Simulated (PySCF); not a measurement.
# Functional benchmark on one molecule

Molecule: SMILES S=P([S-])([S-])[S-], [PS4]3-.

Structure with atom numbers: `[S:1]=[P:2]([S-:3])([S-:4])[S-:5]`.

Geometry PBE0-D3(BJ)/def2-SVP throughout; GIAO in PySCF, gas phase, one conformer, non-relativistic; equivalent atoms averaged; basis pcSseg-2.

Reference values (measured; NMR Tables: representative 31P chemical shifts referenced to 85 % H3PO4 (instrument maker's almanac)): δ(P2) = 87.0 ppm vs 85 % H3PO4. Computed shifts are taken against H3PO4, calculated as an isolated molecule at each level.

Task: How do the functionals HF, LDA, PBE, BLYP, BP86, OPBE, KT2, KT3, B97-D, B3LYP, PBE0, mPW1PW91 perform against the reference? Times are CPU seconds on 1 thread of an Arm Neoverse V1, shared host; the GGAs took longer than the global hybrids here, which isn't the general rule, and the cause wasn't traced.

Result: 
```
functional           kind     P2  abs. error P  core-s
        HF   Hartree–Fock  177.4          90.4      12
       LDA            LDA  189.5         102.5      17
       PBE            GGA  177.9          90.9      22
      BLYP            GGA  205.6         118.6      21
      BP86            GGA  185.8          98.8      21
      OPBE            GGA  146.0          59.0      21
       KT2            GGA  166.0          79.0      22
       KT3            GGA  163.2          76.2      21
     B97-D            GGA  190.5         103.5      22
     B3LYP  global hybrid  212.1         125.1      18
      PBE0  global hybrid  186.1          99.1      17
  mPW1PW91  global hybrid  189.9         102.9      18
```

For ³¹P the closest is OPBE (59.0 ppm) and the furthest B3LYP (125.1 ppm). One molecule is a small sample, and vibrational and solvent effects are absent from the calculation.
